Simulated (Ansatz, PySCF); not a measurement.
Gas-phase reaction in SMILES: N (NH3) -> N (NH3) as doublet, charge +1 + e-
Each molecule is optimised on its own at B3LYP-D3(BJ)/def2-TZVP (Ansatz, a quantum-chemistry and plane-wave program).

Wanted: adiabatic ionisation energy (electronic energy difference), in eV. Valence correlation only, unless marked. Open shells are spin-unrestricted. Spin-orbit coupling is left out. Non-relativistic unless marked X2C. CBS(X,Y): correlation extrapolated as X^-3; Hartree-Fock from the larger set.

| level | program | adiabatic ionisation energy (eV) |
|---|---|---|
| B3LYP-D4/def2-TZVPD | Ansatz + dftd4 | 10.22 |
| TPSSh/def2-TZVPD | PySCF | (withheld) |
| RPA@PBE/cc-pVQZ | Ansatz | (withheld) |
| X2C-CCSD(T)/cc-pVTZ-DK | Ansatz | 10.00 |
| CCSD(T)/CBS(aug-cc-pVTZ,aug-cc-pVQZ) | Ansatz | 10.23 |

**Question.** Complete the blanks.

**Answer.** 
- TPSSh/def2-TZVPD, adiabatic ionisation energy (eV): 9.96
- RPA@PBE/cc-pVQZ, adiabatic ionisation energy (eV): 10.48
